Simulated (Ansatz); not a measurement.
## [H···H···Br], doublet: the ladder up to full CI

Geometry: a point of a hydrogen-transfer path between rigid fragments, not a stationary point.

```xyz
3

H     0.0000    0.0000   -1.2023
H     0.0000    0.0000   -0.1863
Br    0.0000    0.0000    1.3887
```

Basis cc-pVDZ; Ansatz 0.2.0. Only valence electrons are correlated (noble-gas cores and the filled d shells of p-block atoms frozen), which leaves 9 electrons in 23 orbitals. R marks a restricted (for open shells ROHF) determinant, U an unrestricted one. Active spaces: pair = (3e, 3o) about the gap; valence = (9e, 6o) chosen from the atoms' valence shells. No spin–orbit coupling is included, and no scalar relativity.

Full CI is exact within this basis and frozen core; it isn't the basis-set limit. The frozen core follows each run's orbitals, which can shift R against U totals by a few meV for light atoms and by up to 0.1 eV past Ca.

For open shells CISD is restricted-active-space CI with the open shells as a complete middle space.

```
UHF ⟨S²⟩                          : 0.795
T1 diagnostic (RCCSD)             : 0.0281
largest doubles amplitude (RCCSD) : 0.082
```

```csv
level,E − E(full CI) (kJ/mol),share of correlation (%),wall time
RHF,433.4,0.00,–
RMP2,59.0,86.38,–
CISD,28.7,93.39,0.88 s
RCCSD,8.6,98.02,–
RCCSD(T),1.7,99.61,1.5 s
BCCD(T),1.6,99.62,1.2 s
RCCSDT,0.7,99.83,–
RCCSDT(Q),0.1,99.99,4.7 s
RCCSDTQ,0.0,99.99,30 s (H100)
CASSCF (pair space),361.2,16.66,–
NEVPT2 (pair space),48.8,88.75,1.3 s
CASSCF (valence space),356.4,17.76,–
NEVPT2 (valence space),79.8,81.60,0.97 s
MRCISD (valence space),19.1,95.59,–
MRCISD+Q (valence space),-0.1,100.03,1.2 s
```

The correlation energy at full CI, counted from RHF, is -4.492 eV. That run took 39 s on 2 threads of AMD EPYC 7R13 with a shared H100 80 GB, shared host over 74,488,220 determinants.

Run but not shown, since their state or frozen core can't be matched to the reference's or they repeat it: UHF, UMP2, UCCSD, UCCSD(T), UCCSDT, UCCSDT(Q), UCCSDTQ.

Times hold each run's SCF and search for its determinant on a shared host, so for small cases they say little of a method's own cost; rows without a card ran on 1 thread of AMD EPYC 7R13.

The full-CI state has the irrep A1 of C2v, in the program's axes (one component, if the state is degenerate).

Natural occupations of full CI about the gap: 1.981 1.964 1.964 1.943 0.998 0.043 0.015 0.015 0.015 0.015; effectively unpaired electrons, Σ n²(2−n)², 1.04.
